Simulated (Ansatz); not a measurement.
**Zinc-blende HgS (metastable phase)**

Calculation: LDA+SOC (Ansatz, an electronic-structure program, plane waves, PAW).

Numerical settings: plane-wave cutoff 520 eV, 10×10×10 k mesh, Fermi–Dirac smearing 0.01 eV, PAW data made under PBE.

Cell: measured lattice: a = b = c = 5.841 Å, α = β = γ = 90.00°.

```json
{
  "band_gap": "0.04 eV (indirect)",
  "smallest_direct_gap_on_the_k_points_sampled": "0.11 eV"
}
```

Note: cell and atoms aren't relaxed at this level (pressure -1.7 GPa).

Static lattice: no zero-point or thermal effects.
